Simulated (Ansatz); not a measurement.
Predict the output of the script below (Ansatz's Python interface).

Script `md_c3h5n.py`:
```python
"""Molecular dynamics of one C3H5N molecule."""

import ansatz as az
import numpy as np

SETTINGS = {
    "basis": "6-31G",
    "xc": "pbe0",
    "n_steps": 40,
    "temperature_k": 500,
}

GEOMETRY = """
C    -0.23340    1.44380   -0.83110
C     0.12100    0.29240   -0.40320
N    -0.45690   -0.26830    0.69950
C     0.11510   -1.41330    1.04780
H     0.15520    1.93010   -1.74550
H    -1.06010    2.05080   -0.32150
H     0.93460   -0.22610   -0.94500
H    -0.32560   -1.91110    1.93680
H     0.83860   -1.94450    0.54510
"""

mol = az.Crystal.molecule()
for line in GEOMETRY.strip().splitlines():
    symbol, *xyz = line.split()
    mol = mol.atom(symbol, [float(v) for v in xyz])

job = (
    mol.calculation()
    .basis(gaussian=SETTINGS["basis"])
    .functional(SETTINGS["xc"])
    .scf(lower_state_search="light")
)
symbols = [site.symbol for site in mol.cartesian_sites]
start = np.array([site.position_ang for site in mol.cartesian_sites], dtype=float)
summary = job.relax(force_tolerance=0.02).run(threads=1).report
end = np.array(summary["positions_ang"])
minimum = az.Crystal.molecule()
for symbol, place in zip(symbols, end):
    minimum = minimum.atom(symbol, place.tolist())

# dynamics from the relaxed geometry
job = (
    minimum.calculation()
    .basis(gaussian=SETTINGS["basis"])
    .functional(SETTINGS["xc"])
    .scf(lower_state_search="light")
    .md("nve", timestep=0.5, steps=SETTINGS["n_steps"], temperature=SETTINGS["temperature_k"], initial_velocities="maxwell_boltzmann", seed=33)
)
frames = []
done = job.session().plan().execute(on_event=lambda e: frames.append(e["data"]) if e["event"] == "md_step" else None)
print("t (fs)   E_pot (eV)      E_kin (eV)   T (K)   d(0-1) (A)")
for f in frames[::3]:
    xyz = np.array(f["positions_ang"])
    print(f"{f['time_fs']:6.2f} {f['lagrangian_ev']:14.5f} {f['e_kin_ev']:10.5f} {f['temperature_k']:8.1f} {np.linalg.norm(xyz[0] - xyz[1]):9.4f}")
kept = np.array([f["conserved_ev"] for f in frames])
print(f"conserved energy moves by at most {1000 * np.ptp(kept):.3f} meV")
```

Output of `python md_c3h5n.py`:
```text
t (fs)   E_pot (eV)      E_kin (eV)   T (K)   d(0-1) (A)
  0.00    -4673.85532    0.45241    500.0    1.3366
  1.50    -4673.74019    0.33953    375.2    1.3459
  3.00    -4673.61415    0.21485    237.4    1.3519
  4.50    -4673.65310    0.25251    279.1    1.3525
  6.00    -4673.69877    0.29636    327.5    1.3478
  7.50    -4673.57970    0.17995    198.9    1.3398
  9.00    -4673.59784    0.19805    218.9    1.3307
 10.50    -4673.74440    0.34170    377.6    1.3227
 12.00    -4673.68770    0.28678    317.0    1.3170
 13.50    -4673.59339    0.19396    214.4    1.3144
 15.00    -4673.64858    0.24819    274.3    1.3155
 16.50    -4673.73260    0.33031    365.1    1.3211
 18.00    -4673.65006    0.24953    275.8    1.3312
 19.50    -4673.60820    0.20846    230.4    1.3439
conserved energy moves by at most 4.170 meV
```

Reading the output:
- The settings weren't tested for convergence.
- The trajectory is only some femtoseconds long, so its temperature is not equilibrated; where the script doesn't relax first, it starts from a rough generated geometry.
- The temperature counts the internal degrees of freedom alone.
- Timing: 67 s on 1 thread of Arm Neoverse V2, with other jobs on the host, peak memory 0.18 GiB.

(Lines on the test bed's own set-up are left out of the output.)
